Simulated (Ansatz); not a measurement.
**AlH₃Cl (doublet): from Hartree-Fock to the top rungs at distance Al1–H4 along a hydrogen transfer = 2.177 Å, cc-pVDZ**

One table from this session's results is given with a row withheld; the runs are named, their logs left out.

Computed with Ansatz 0.2.0, Gaussian basis. Level: cc-pVDZ, core rule «outside noble gas», up to 10 orbitals frozen.

The runs, in order: UHF; CCSD(T) on ROHF; CCSD(T) on UHF; BCCD(T) on ROHF; CISD; CCSDT(Q) on ROHF; CCSDT(Q) on UHF; CASSCF and MRCISD+Q, 3 electrons in 3 orbitals; CASSCF and NEVPT2, 3 electrons in 3 orbitals.

13 further runs of the same task are left out: 9 for a known fault of the program, 1 for a mislabelled method, 1 that didn't finish, 2 set aside as unsound or not needed.

## The system

The geometry derives from fragments relaxed apart (PBE0/def2-TZVP) and kept rigid, so it is no stationary point. A hydrogen atom is moved between rigid fragments.

5 atoms, charge 0, spin multiplicity 2.

Atoms are counted from 1 here; the program's logs count them from 0.

Bond lengths: Al1–H2 1.586 Å, Al1–H3 1.586 Å, H4–Cl5 1.586 Å. Angles: H2–Al1–H3 120.0°.

Set-up of the first run:

Input file in.yaml:

```yaml
crystal:
  periodic: [false, false, false]
  atoms:
    - {symbol: Al, position_ang: [-2.047187, 0.000000, 0.000000]}
    - {symbol: H, position_ang: [-2.840110, 1.373384, 0.000000]}
    - {symbol: H, position_ang: [-2.840110, -1.373384, 0.000000]}
    - {symbol: H, position_ang: [0.129813, 0.000000, 0.000000]}
    - {symbol: Cl, position_ang: [1.715813, 0.000000, 0.000000]}
basis:
  gaussian: {orbitals: cc-pVDZ}
magnetization: {spin_polarized: true, initial_magnetization: 1}
hamiltonian: {xc: hf}
output: {orbitals: {seedname: orbitals}}
```

Started as:

```sh
$ ansatz run in.yaml --threads 1 --pin off --events-out ev --progress --plain --max-ram 2393MiB
```

Steps of the session up to this table: UHF; CCSD(T) on ROHF; CCSD(T) on UHF; BCCD(T) on ROHF; CISD; CCSDT(Q) on ROHF; CCSDT(Q) on UHF; CASSCF and MRCISD+Q, 3 electrons in 3 orbitals; CASSCF and NEVPT2, 3 electrons in 3 orbitals.

One of the session's tables, all rows but one given; the rest of the session is left out.

```
       method  from UCCSDT(Q) (kJ/mol)
         ROHF                   +667.6
          UHF                   +655.6
         RMP2                   +107.6
         UMP2                   +111.1
         CISD                    +69.4
        RCCSD                    +15.1
        UCCSD                    +14.7
     RCCSD(T)                     +3.2
     UCCSD(T)                     +3.3
      BCCD(T)                     +3.2
       RCCSDT                     +1.0
       UCCSDT                     +1.0
    RCCSDT(Q)                      0.0
    UCCSDT(Q)                        0
  CASSCF pair                        ?
  NEVPT2 pair                   +101.1
  MRCISD pair                    +57.5
MRCISD+Q pair                     +4.0
```

Q: Estimate the row for CASSCF pair from the others.

As computed: from UCCSDT(Q) (kJ/mol): +609.8. In the column «from UCCSDT(Q) (kJ/mol)» it lies between UMP2 (+111.1) and UHF (+655.6).

To keep in mind: Restricted and unrestricted rows rest on different reference determinants; where their highest levels disagree by more than a few hundredths of an eV, they describe different states and don't form one ladder.
